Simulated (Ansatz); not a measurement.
One starting cell of Au (a generated cell, Au placed in the AFLOW prototype A_hR1_166_a (A10, as in Hg)) was relaxed twice with Ansatz (plane waves, PAW, scalar-relativistic): with PBEsol at 420 eV and with PBE at 420 eV. The PBEsol result:

Space group Fm-3m (No. 225); a = 4.083 Å, b = 4.083 Å, c = 4.083 Å, α = 90.00°, β = 90.00°, γ = 90.00°

| atom | site | symmetry | x | y | z |
|---|---|---|---|---|---|
| Au | 4a | m-3m | 0.0000 | 0.0000 | 0.0000 |
(The calculation used a cell of 1 atom; values per cell refer to that cell.)

```csv
quantity,PBEsol,PBE
space group,Fm-3m,Fm-3m
volume (Å³/atom),17.02,17.96
a (Å),4.083,4.157
"gap (eV, no spin-orbit coupling)",0.00,0.00
```

Both levels end in the same structure; PBE's volume is 5.5 % larger. Neither column is exact.

No spin polarisation in the result.

Measured for Au: a 4.062 Å (static lattice; corrected from measurement; as listed in Daniel Mejia-Rodriguez, S. B. Trickey, Phys. Rev. B (2018)). Computed minus measured — a: PBEsol +0.5 %, PBE +2.3 %. The computed values are for a static lattice.

The run could not lose the symmetry of its start.

Ansatz is a first-principles code.
